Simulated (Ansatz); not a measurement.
**NHS (singlet): wave-function methods side by side at distance N1–S2 = 1.720 Å, cc-pVDZ**

The task here is to estimate one member of a computed series from the others.

Computed with Ansatz 0.2.0, Gaussian basis. Level: cc-pVDZ, core rule «outside noble gas», up to 6 orbitals frozen.

Plan: UHF; CCSD(T) on RHF; CCSD(T) on UHF; BCCD(T) on RHF; CISD; CCSDT(Q) on RHF; CCSDT(Q) on UHF; CASSCF and MRCISD+Q, 2 electrons in 2 orbitals; CASSCF and NEVPT2, 2 electrons in 2 orbitals; CASSCF and MRCISD+Q, 12 electrons in 9 orbitals; CASSCF and NEVPT2, 12 electrons in 9 orbitals.

23 further runs of the same task are left out: 2 for a known fault of the program, 1 for a mislabelled method, 17 that didn't finish, 3 set aside as unsound or not needed.

## The geometry

The geometry derives from a PBE0/def2-TZVP stationary point (not a proven minimum). One bond is set to the value named and the two fragments are kept rigid.

3 atoms, charge 0, spin multiplicity 1.

Atoms are counted from 1 here; the program's logs count them from 0.

Bond lengths: N1–S2 1.720 Å, N1–H3 1.028 Å. Angles: S2–N1–H3 109.6°.

The first run:

Contents of in.yaml:

```yaml
crystal:
  periodic: [false, false, false]
  atoms:
    - {symbol: N, position_ang: [0.000000, -0.139020, 1.155915]}
    - {symbol: S, position_ang: [0.000000, 0.035912, -0.555166]}
    - {symbol: H, position_ang: [0.000000, 0.789429, 1.598155]}
basis:
  gaussian: {orbitals: cc-pVDZ}
magnetization: {spin_polarized: true, initial_magnetization: 0}
hamiltonian: {xc: hf}
output: {orbitals: {seedname: orbitals}}
```

Command:

```sh
$ ansatz run in.yaml --threads 1 --pin off --events-out ev --progress --plain --max-ram 2393MiB
```

Among the steps run: UHF; CCSD(T) on RHF; CCSD(T) on UHF; BCCD(T) on RHF; CISD; CCSDT(Q) on RHF; CCSDT(Q) on UHF; CASSCF and MRCISD+Q, 2 electrons in 2 orbitals; CASSCF and NEVPT2, 2 electrons in 2 orbitals; CASSCF and MRCISD+Q, 12 electrons in 9 orbitals; CASSCF and NEVPT2, 12 electrons in 9 orbitals.

One table of the session follows, with a row left open; its other results are not shown here.

It belongs to the step «Misses and costs». 

| method | from RCCSDT(Q) (meV) |
| --- | --- |
| RHF | +9581.9 |
| UHF | +8647.0 |
| RMP2 | +973.3 |
| CISD | +1390.8 |
| RCCSD | +509.8 |
| RCCSD(T) | +69.9 |
| BCCD(T) | +73.1 |
| RCCSDT | +65.1 |
| RCCSDT(Q) | 0 |
| CASSCF pair | +8113.0 |
| NEVPT2 pair | +1000.1 |
| MRCISD pair | +936.7 |
| MRCISD+Q pair | +176.3 |
| CASSCF valence | +6032.9 |
| NEVPT2 valence | +1237.9 |
| MRCISD valence | ? |
| MRCISD+Q valence | +27.1 |

Q: Estimate the row for MRCISD valence from the others.

**Answer.** from RCCSDT(Q) (meV): +462.1. In the column «from RCCSDT(Q) (meV)» it lies between MRCISD+Q pair (+176.3) and RCCSD (+509.8).

Not comparable, so not listed: CCSD(T) on UHF; CCSDT(Q) on UHF (they don't share determinant, frozen orbitals or solution with the rows shown, or repeat one).

Caveats from the session: The determinant is far from a pure spin state, so its energy mixes those of several spin states (harmless only where they are near-degenerate, as at dissociation). Warnings: restricted reference is unstable; spin contamination; large T1 diagnostic.
